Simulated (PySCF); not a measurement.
**One shape, several levels: CF (SMILES [C]F)**

We compute a comparison of 4 runs (TD-N12/6-311G, CASSCF(7,6)/x2c-TZVPPall, UCISD/DZVP, ROCCSD/3-21G) of CF. The job is set up through a Python script.

Program for the calculation: PySCF 2.14.0.

8 further runs of the same task are left out: 3 that didn't finish, 5 set aside as unsound or not needed.

## Step 1: The structure to begin with

CF has 2 atoms, charge 0, and is taken as a doublet. SMILES: `[C]F`. The shape is that of a GFN2-xTB optimisation.

Bond lengths: C1–F2 1.274 Å.

## Step 2: The excited states at TD-N12/6-311G (density fitting with def2-universal-jkfit, Cartesian functions, SMD water) (run 1)

input.py reads:

```python
from pyscf import gto, dft, tdscf, solvent

mol = gto.M(
    atom='''
C
F 1 1.2744
''',
    charge=0,
    cart=True,
    spin=1,
    symmetry=True,
    verbose=4,
    basis='6-311g',
    max_memory=1860,
)

mf = dft.UKS(mol)
mf.xc = 'n12'
mf = mf.density_fit(auxbasis='def2-universal-jkfit')
mf = mf.SMD()
mf.with_solvent.solvent = 'water'
mf.kernel()
if not mf.converged:
    mf = mf.newton().run(mf.mo_coeff, mf.mo_occ)

e_final = mf.e_tot
print('Final energy', e_final)

td = mf.TDDFT()
td.nstates = 4
td.kernel()
td.analyze()
roots = td.e * 27.211386
osc = td.oscillator_strength()
print('state   eV      nm      f')
for i, (w, f) in enumerate(zip(roots, osc), 1):
    print('%3d %9.4f %8.1f %9.5f' % (i, w, 1239.842 / w, f))
```

Run with:

```
$ OMP_NUM_THREADS=1 python input.py
```

The log of the run:

```text
WARN: This version does not support symmetry Coov for cartesian GTO basis. Its subgroup C2v is used

PySCF version 2.14.0

[INPUT] num. atoms = 2
[INPUT] num. electrons = 15
[INPUT] charge = 0
[INPUT] spin (= nelec alpha-beta = 2S) = 1
[INPUT] symmetry True subgroup None
[INPUT] Mole.unit = angstrom
[INPUT] Cartesian GTO integrals (6d 10f)
[INPUT] Symbol           X                Y                Z      unit          X                Y                Z       unit  Magmom
[INPUT]  1 C      0.000000000000   0.000000000000   0.000000000000 AA    0.000000000000   0.000000000000   0.000000000000 Bohr   0.0
[INPUT]  2 F      1.274400000000   0.000000000000   0.000000000000 AA    2.408266973146   0.000000000000   0.000000000000 Bohr   0.0

[... 65 lines left out ...]
WARN: HOMO -0.11208657928435 >= LUMO -0.112086579284351
[... 3 lines left out ...]
WARN: alpha-B2 LUMO -0.112086579284351 < system HOMO -0.11208657928435
[... 3 lines left out ...]
WARN: beta-B2 LUMO -0.112086579284351 < system HOMO -0.11208657928435
[... 10 lines left out ...]
Solvent Energy = -0.0276426226425482
[... 13 lines left out ...]
Solvent Energy = -0.00259505773237571
[... 13 lines left out ...]
Solvent Energy = -0.00253313671408527
[... 13 lines left out ...]
Solvent Energy = -0.00253443034766348
[... 13 lines left out ...]
Solvent Energy = -0.00253440648288908
[... 2 lines left out ...]
Final energy -137.74907922231958
[... 39 lines left out ...]
** Transition electric dipole moments (AU) **
state          X           Y           Z        Dip. S.      Osc.
  1        -0.0000      0.0000     -0.0874      0.0076      0.0008
  2         0.0000     -0.6380     -0.0000      0.4070      0.0678
  3         0.0000      0.0000      0.7889      0.6224      0.1122
  4        -0.0000      0.5003     -0.0000      0.2503      0.0477

** Transition velocity dipole moments (imaginary part, AU) **
state          X           Y           Z        Dip. S.      Osc.
  1        -0.0000      0.0000     -0.0226      0.0005      0.0022
  2         0.0000     -0.1706     -0.0000      0.0291      0.0777
  3         0.0000      0.0000      0.2423      0.0587      0.1448
  4        -0.0000      0.1148     -0.0000      0.0132      0.0307

** Transition magnetic dipole moments (imaginary part, AU) **
state          X           Y           Z
  1         0.0000      0.0525      0.0000
  2         0.0000     -0.0000     -0.5962
  3        -0.0000     -1.4538      0.0000
  4        -0.0000      0.0000      1.0883
state   eV      nm      f
  1    4.2372    292.6   0.00079
  2    6.7970    182.4   0.06777
  3    7.3598    168.5   0.11222
  4    7.7805    159.4   0.04771
```

It took 6.3 s on 1 thread of Arm Neoverse V2, shared host; peak memory 0.23 GiB.

The roots found:

```tsv
excited state	energy (eV)	strength
1	4.237	0.0008
2	6.797	0.0678
3	7.360	0.1122
4	7.781	0.0477
```

## Step 3: The energy at CASSCF(7,6)/x2c-TZVPPall (sfX2C, density fitting with cc-pvqz-jkfit) (run 2)

run.py reads:

```python
# CF
from pyscf import gto, mcscf

mol = gto.M(
    atom='''
C        0.000000       0.000000       0.000000
F        0.000000       0.000000       1.274400
''',
    max_memory=1860,
    basis='x2c-tzvppall',
    verbose=4,
    spin=1,
)

mf = mol.ROHF()
mf = mf.sfx2c1e()
mf = mf.density_fit(auxbasis='cc-pvqz-jkfit')
mf.max_cycle = 100
mf.kernel()
if not mf.converged:
    mf = mf.newton().run(mf.mo_coeff, mf.mo_occ)

cas = mcscf.CASSCF(mf, 6, 7)
cas.fix_spin_(ss=0.75)
cas.natorb = True
cas.kernel()
energy = cas.e_tot
print('Final energy', energy)
```

Run with:

```
$ OMP_NUM_THREADS=1 python run.py
```

The log of the run:

```text
PySCF version 2.14.0

[INPUT] num. atoms = 2
[INPUT] num. electrons = 15
[INPUT] charge = 0
[INPUT] spin (= nelec alpha-beta = 2S) = 1
[INPUT] symmetry False subgroup None
[INPUT] Mole.unit = angstrom
[INPUT] Symbol           X                Y                Z      unit          X                Y                Z       unit  Magmom
[INPUT]  1 C      0.000000000000   0.000000000000   0.000000000000 AA    0.000000000000   0.000000000000   0.000000000000 Bohr   0.0
[INPUT]  2 F      0.000000000000   0.000000000000   1.274400000000 AA    0.000000000000   0.000000000000   2.408266973146 Bohr   0.0

nuclear repulsion = 22.4227631745763
number of shells = 8
number of NR pGTOs = 92
number of NR cGTOs = 62
basis = x2c-tzvppall
ecp = {}

[... 23 lines left out ...]
WARN: HOMO -0.00713433028974228 >= LUMO -0.00713433027378284
[... 22 lines left out ...]
converged SCF energy = -137.328425323341
[... 23 lines left out ...]
sorting_mo_energy = False
[... 43 lines left out ...]
1-step CASSCF converged in  14 macro (226 JK  51 micro) steps
[... 2 lines left out ...]
Natural orbital (expansion on meta-Lowdin AOs) in CAS space
[... 42 lines left out ...]
1 F 5s           0.00349
1 F 2px          0.00000
1 F 2py         -0.00000
1 F 2pz         -0.40197
1 F 3px          0.00000
1 F 3py         -0.00000
1 F 3pz          0.24881
1 F 4px          0.00000
1 F 4py         -0.00000
1 F 4pz         -0.19322
1 F 3dxy        -0.00088
1 F 3dyz        -0.00000
1 F 3dz^2       -0.03218
1 F 3dxz         0.00000
1 F 3dx2-y2      0.00196
1 F 4dxy         0.00130
1 F 4dyz        -0.00000
1 F 4dz^2       -0.01227
1 F 4dxz         0.00000
1 F 4dx2-y2     -0.00290
1 F 4f-3        -0.00000
1 F 4f-2         0.00193
1 F 4f-1         0.00000
1 F 4f+0         0.00839
1 F 4f+1        -0.00000
1 F 4f+2        -0.00431
1 F 4f+3         0.00000
<CAS-nat-orb|mo-hf>  5      5        0.99917839
<CAS-nat-orb|mo-hf>  6      3       -0.40580877
<CAS-nat-orb|mo-hf>  6      4        0.73980285
<CAS-nat-orb|mo-hf>  6      7        0.53659870
<CAS-nat-orb|mo-hf>  7      6        0.99929779
<CAS-nat-orb|mo-hf>  8      8        0.99892708
<CAS-nat-orb|mo-hf>  9      9        0.71909455
<CAS-nat-orb|mo-hf>  9      16       0.54946667
<CAS-nat-orb|mo-hf>  10     14      -0.73064115
<CAS-nat-orb|mo-hf>  10     23      -0.42404715
CASSCF energy = -137.398183664593
CASCI E = -137.398183664593  E(CI) = -19.0239501130742  S^2 = 0.7500000
Final energy -137.39818366459315
```

It took 15 s on 1 thread of Arm Neoverse V2, shared host; peak memory 0.16 GiB.

Run 3 isn't shown in full; the table further down has it.

## Step 4: The energy at ROCCSD/3-21G (sfX2C) (run 4)

input.py reads:

```python
from pyscf import gto, scf, cc

molecule = gto.Mole()
molecule.atom = '''
C
F 1 1.2744
'''
molecule.basis = '3-21g'
molecule.charge = 0
molecule.verbose = 4
molecule.spin = 1
molecule.max_memory = 1860
molecule.build()

mf = scf.ROHF(molecule)
mf = mf.sfx2c1e()
mf.kernel()
if not mf.converged:
    mf = mf.newton().run(mf.mo_coeff, mf.mo_occ)

mycc = cc.CCSD(mf, frozen=2)
mycc.kernel()
etot = mycc.e_tot
print('E(%s) = %.9f' % ('CCSD', etot))
```

Run with:

```
$ OMP_NUM_THREADS=1 python input.py
```

The log of the run:

```text
PySCF version 2.14.0

[INPUT] num. atoms = 2
[INPUT] num. electrons = 15
[INPUT] charge = 0
[INPUT] spin (= nelec alpha-beta = 2S) = 1
[INPUT] symmetry False subgroup None
[INPUT] Mole.unit = angstrom
[INPUT] Symbol           X                Y                Z      unit          X                Y                Z       unit  Magmom
[INPUT]  1 C      0.000000000000   0.000000000000   0.000000000000 AA    0.000000000000   0.000000000000   0.000000000000 Bohr   0.0
[INPUT]  2 F      1.274400000000   0.000000000000   0.000000000000 AA    2.408266973146   0.000000000000   0.000000000000 Bohr   0.0

nuclear repulsion = 22.4227631745763
number of shells = 10
number of NR pGTOs = 30
number of NR cGTOs = 18
basis = 3-21g
ecp = {}

[... 22 lines left out ...]
WARN: HOMO 0.0111630712728389 >= LUMO 0.0111630712945325
[... 20 lines left out ...]
converged SCF energy = -136.51140366403
[... 1 line left out ...]
WARN: RCCSD method does not support ROHF method. ROHF object is converted to UHF object and UCCSD method is called.
[... 12 lines left out ...]
Init t2, MP2 energy = -0.172853099379888
[... 13 lines left out ...]
UCCSD converged
[... 1 line left out ...]
E(CCSD) = -136.695334897
```

Run time: 0.7 s. Hardware: 1 thread of Arm Neoverse V2, shared host; peak memory 0.12 GiB.

## Step 5: Overview of the runs

```tsv
run	level	task	integral approximation	energy (Eh)	dipole moment (D) of the reference	⟨S²⟩	wall time
1	TD-N12/6-311G (density fitting with def2-universal-jkfit, Cartesian functions, SMD water)	excited	def2-universal-jkfit	-137.749079	0.56	0.753	6.3 s
2	CASSCF(7,6)/x2c-TZVPPall (sfX2C, density fitting with cc-pvqz-jkfit)	energy	cc-pvqz-jkfit	-137.398184	0.41	–	15 s
3	UCISD/DZVP	gradient	none	-137.436371	0.36	0.760	1.1 s
4	ROCCSD/3-21G (sfX2C)	energy	none	-136.695335	0.17	0.750	0.7 s
```

## Step 6: Outcome

```
                                          quantity          value
                               run 4: total energy  -136.69533 Eh
       run 4: dipole moment (Hartree–Fock density)         0.17 D
run 4: correlation energy (2 core orbitals frozen)     -183.9 mEh
          run 4: ⟨S²⟩ of the reference determinant          0.750
                              run 4: T1 diagnostic          0.022
```

All runs together took 23 s, the longest 15 s.
